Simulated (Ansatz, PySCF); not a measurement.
Molecule: formic acid, CH2O2 (charge 0, singlet). SMILES: OC=O
Geometry from a B3LYP-D3(BJ)/def2-TZVP (Ansatz, a first-principles code) optimisation:
```xyz
5

O     -1.0316    -0.4355    -0.0191
C      0.0042     0.4206     0.0039
O      1.1586     0.1057     0.0179
H     -0.6697    -1.3375    -0.0221
H     -0.3712     1.4518     0.0079
```

Property: atomisation energy (electronic, to ground-state atoms), in kcal/mol. Cores are frozen in the correlated levels unless marked. UHF or UKS for open shells. Spin-orbit coupling is left out. No relativistic terms. The coupled-cluster limit lacks core correlation, which all-electron functionals hold. CBS(X,Y): correlation extrapolated as X^-3; Hartree-Fock from the larger set.

| level | program | atomisation energy (kcal/mol) | rough core time |
|---|---|---|---|
| HF/6-31G | Ansatz | 268.7 | - |
| BLYP-D3(BJ)/def2-TZVPD | Ansatz + dftd3 | 507.4 | under 20 s |
| BP86-D3(BJ)/def2-TZVPD | PySCF + dftd3 | 524.6 | - |
| TPSS-D3(BJ)/def2-TZVPD | PySCF + dftd3 | 500.1 | - |
| PBE0/STO-3G | Ansatz | 492.9 | under 20 s |
| PW6B95-D4/def2-TZVPD | PySCF + dftd4 | 500.6 | - |
| CAM-B3LYP-D3(BJ)/def2-TZVPD | Ansatz + dftd3 | 501.8 | under 20 s |
| wB97M-V/def2-TZVPD | Ansatz | 501.5 | under 20 s |
| wB97X-V/def2-TZVPD | Ansatz | 500.1 | under 20 s |
| B2PLYP-D4/def2-TZVPD | Ansatz + dftd4 | 496.3 | under 20 s |
| RI-MP2/cc-pVTZ | Ansatz | 503.8 | under 20 s |
| SCS-MP2/STO-3G | Ansatz | 389.1 | - |
| SCS-MP2/aug-cc-pVTZ | Ansatz | 500.0 | - |
| CCSD(T)/aug-cc-pVTZ | Ansatz | 488.4 | 40 s |
| CCSD(T)/CBS(cc-pVTZ,cc-pVQZ) | Ansatz | 500.3 | - |

Core times are rough, on shared machines, summed over the molecules involved; a dash marks a level read off another run, or run on other hardware, by another program or under a memory cap.
